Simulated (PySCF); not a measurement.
Partial charges of thiirane

Species: thiirane, C₂H₄S.
Atom-mapped SMILES: `[CH2:1]1[CH2:2][S:3]1` (hydrogens: H4, H5 on C1; H6, H7 on C2)

Geometry (PBE0-D3(BJ)/def2-SVP, Å), atoms numbered from 1 in this order:
```xyz
7
C2H4S angstrom
C      0.740   -0.063   -0.032
C     -0.739   -0.040   -0.067
S     -0.008    1.140    1.091
H      1.235   -0.915    0.446
H      1.286    0.357   -0.883
H     -1.231    0.396   -0.942
H     -1.282   -0.876    0.387
```

Density: PBE0/pcSseg-1 (PySCF); schemes: Mulliken, IAO, Hirshfeld and ESP-fitted. Geometry: PBE0-D3(BJ)/def2-SVP; no solvent, vibrations or thermal averaging.

**Question.** At which atom do the 4 schemes differ most?

**Answer.** At C1 and C2: from -0.320 (IAO) to -0.073 e (Hirshfeld), 0.247 e apart.

**Question.** For which atoms does the sign change between the 4 schemes (beyond +0.03 e in one, beyond −0.03 e in another)?

**Answer.** For none.

**Question.** What partial charge does each atom carry?

**Answer.** In e:

```
atom                 environment  Mulliken     IAO  Hirshfeld  ESP-fitted
  C1  sp3 carbon bound to sulfur    -0.278  -0.320     -0.073      -0.256
  C2  sp3 carbon bound to sulfur    -0.278  -0.320     -0.073      -0.236
  S3              sulfide sulfur    -0.103  -0.001     -0.067      -0.150
  H4          methylene hydrogen    +0.165  +0.160     +0.053      +0.163
  H5          methylene hydrogen    +0.165  +0.160     +0.053      +0.163
  H6          methylene hydrogen    +0.165  +0.160     +0.053      +0.156
  H7          methylene hydrogen    +0.165  +0.160     +0.053      +0.159
```

Mean size of the charges over all atoms: Mulliken 0.188 e, ESP-fitted 0.183 e, IAO 0.183 e, Hirshfeld 0.061 e. Each set sums to the total charge, 0, to within 0.001 e. The ESP scheme fits charges at the nuclei, held to the total charge, to the electrostatic potential on points at 1.4 to 2.0 times the van der Waals radii.

**Question.** How many electrons does the Mulliken scheme count on C2?

**Answer.** Z − q = 6 − (-0.278) = 6.278.

**Question.** Sum the charges by element, for elements with more than one atom.

**Answer.** 
| element | atoms | Mulliken | IAO | Hirshfeld | ESP-fitted |
| --- | --- | --- | --- | --- | --- |
| C | 2 | -0.557 | -0.639 | -0.146 | -0.491 |
| H | 4 | +0.660 | +0.640 | +0.213 | +0.641 |

The run behind these numbers computed NMR shieldings as well. The run took 3.4 s of wall time on one thread, Arm Neoverse V1 (aarch64), no GPU (shared host), and the process peaked at 0.37 GiB of memory.
